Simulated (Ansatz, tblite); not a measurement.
# The cluster Te₂Pb: a ladder of methods and basis sets

The task here is to estimate one member of a computed series from the others.

The runs use Ansatz 0.2.0, Gaussian basis; as each input shows.

Levels to be run: GFN1-xTB, GFN2-xTB, PBE-D4/def2-TZVP, r2SCAN-D4/def2-TZVP, B97M-V/def2-TZVP, CAM-B3LYP-D4/def2-TZVP, B3LYP-D4/def2-TZVP, LDA/def2-TZVP, HSE06-D4/def2-TZVP, PBE-D4/def2-SVP, PBE0-D4/def2-SVP, PBE0-D4/def2-TZVPD, PBE-D4/def2-TZVPD, r2SCAN-D4/def2-TZVPD, CCSD(T)/def2-TZVPP, MP2/def2-TZVP, RPA/def2-TZVP.

1 further run of the same task is left out (set aside as unsound or not needed).

### The relaxed structure

The geometry is that of the singlet, from an earlier relaxation (r2SCAN-D4/def2-SVP). At that level it is the lowest of the isomers that a small search found.

3 atoms, charge 0, spin multiplicity 1.

Bond lengths: Pb1–Te2 2.844 Å, Pb1–Te3 2.844 Å, Te2–Te3 2.840 Å. Angles: Te2–Pb1–Te3 59.9°, Pb1–Te2–Te3 60.0°, Pb1–Te3–Te2 60.0°.

Pb, Te take a core potential in the def2 sets. No spin-orbit coupling is included.

PBE0-D4/def2-TZVP was run before; its log isn't repeated, and its numbers join the tables.

The first run:

Tight binding, by tblite at 300 K electronic temperature and without a spin-polarisation term:

```python
tblite.interface.Calculator('GFN1-xTB', numbers, positions, charge=0, uhf=0).singlepoint()
```

Tight binding, by tblite at 300 K electronic temperature and without a spin-polarisation term:

```python
tblite.interface.Calculator('GFN2-xTB', numbers, positions, charge=0, uhf=0).singlepoint()
```

start.molden holds the orbitals of an earlier run on this state, given as this run's starting guess.

in.yaml reads:

```yaml
crystal:
  periodic: [false, false, false]
  atoms:
    - {symbol: Pb, position_ang: [-0.457243, -1.116814, 1.114205]}
    - {symbol: Te, position_ang: [-0.127824, -0.336574, -1.600458]}
    - {symbol: Te, position_ang: [0.585066, 1.453389, 0.486253]}
basis:
  gaussian: {orbitals: def2-TZVP, initial_orbitals: start.molden}
hamiltonian: {xc: pbe, dispersion: d4}
scf: {omitted_lower_state_checks: [starts]}
output: {orbitals: {seedname: orbitals}}
```

On the command line:

```
ansatz run in.yaml --threads 4 --pin off --events-out ev --progress --plain --max-ram 3916MiB
```

Among the steps run: PBE-D4/def2-TZVP; r2SCAN-D4/def2-TZVP; B97M-V/def2-TZVP; CAM-B3LYP-D4/def2-TZVP; B3LYP-D4/def2-TZVP; LDA/def2-TZVP; HSE06-D4/def2-TZVP; PBE-D4/def2-SVP; PBE0-D4/def2-SVP; PBE0-D4/def2-TZVPD; PBE-D4/def2-TZVPD; r2SCAN-D4/def2-TZVPD; CCSD(T)/def2-TZVPP; MP2/def2-TZVP; RPA/def2-TZVP.

One table of the session follows, with a row left open; its other results are not shown here.

It belongs to the step «Levels side by side». 

```
                 level  HOMO (eV)  LUMO (eV)  gap (eV)
         LDA/def2-TZVP      -4.72      -3.72      1.00
       PBE-D4/def2-SVP      -4.45      -3.41      1.04
      PBE-D4/def2-TZVP      -4.53      -3.46      1.08
     PBE-D4/def2-TZVPD      -4.56      -3.48      1.08
   r2SCAN-D4/def2-TZVP      -4.72      -3.38      1.34
  r2SCAN-D4/def2-TZVPD      -4.74      -3.39      1.35
      B97M-V/def2-TZVP      -4.66      -3.40      1.27
    B3LYP-D4/def2-TZVP      -5.23      -3.09      2.14
      PBE0-D4/def2-SVP      -5.37      -2.87      2.50
     PBE0-D4/def2-TZVP      -5.42      -2.89      2.54
    PBE0-D4/def2-TZVPD      -5.44      -2.90      2.54
    HSE06-D4/def2-TZVP      -5.05      -3.24      1.81
CAM-B3LYP-D4/def2-TZVP          ?          ?         ?
```

Q: Estimate the row for CAM-B3LYP-D4/def2-TZVP from the others.

**Answer.** HOMO (eV): -6.52; LUMO (eV): -2.08; gap (eV): 4.44. In the column «HOMO (eV)» it is the lowest.
